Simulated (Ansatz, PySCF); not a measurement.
Process, species as SMILES: [C-]#[NH+] (CHN) → [C-]#[NH+] as doublet, charge +1 + e-
Each molecule is optimised on its own at B3LYP-D3(BJ)/def2-TZVP (Ansatz, a quantum-chemistry and plane-wave program). Markedly spin-contaminated UHF reference, which strains HF, MP2 and, less, CCSD(T): [C-]#[NH+] as doublet, charge +1. High T1 diagnostic, so coupled cluster is less sure: [C-]#[NH+] as doublet, charge +1. A spin state is the lowest found, not a proven ground state.

Property: adiabatic ionisation energy (0 K, with B3LYP-D3(BJ) harmonic zero-point energies from PySCF), in eV. Correlated levels leave the core frozen unless marked. Open shells are spin-unrestricted. No spin-orbit coupling. Non-relativistic. CBS(X,Y): correlation extrapolated as X^-3; Hartree-Fock from the larger set.

```json
[
 {"level": "PBE-D3(BJ)/def2-TZVPD", "program": "Ansatz + dftd3", "adiabatic ionisation energy (eV)": "11.97", "minus last row": "-0.08"},
 {"level": "r2SCAN/def2-TZVPD", "program": "Ansatz", "adiabatic ionisation energy (eV)": "11.86", "minus last row": "-0.19"},
 {"level": "PBE0-D3(BJ)/def2-TZVP", "program": "Ansatz + dftd3", "adiabatic ionisation energy (eV)": "11.96", "minus last row": "-0.09"},
 {"level": "CAM-B3LYP-D3(BJ)/def2-TZVPD", "program": "Ansatz + dftd3", "adiabatic ionisation energy (eV)": "12.18", "minus last row": "0.13"},
 {"level": "CCSD/CBS(aug-cc-pVTZ,aug-cc-pVQZ)", "program": "Ansatz", "adiabatic ionisation energy (eV)": "11.97", "minus last row": "-0.08"},
 {"level": "CCSD(T)/CBS(def2-TZVPPD,def2-QZVPPD)", "program": "Ansatz", "adiabatic ionisation energy (eV)": "12.04", "minus last row": "-0.01"},
 {"level": "CCSD(T)/CBS(aug-cc-pVTZ,aug-cc-pVQZ)", "program": "Ansatz", "adiabatic ionisation energy (eV)": "12.05", "minus last row": "0.00"}
]
```
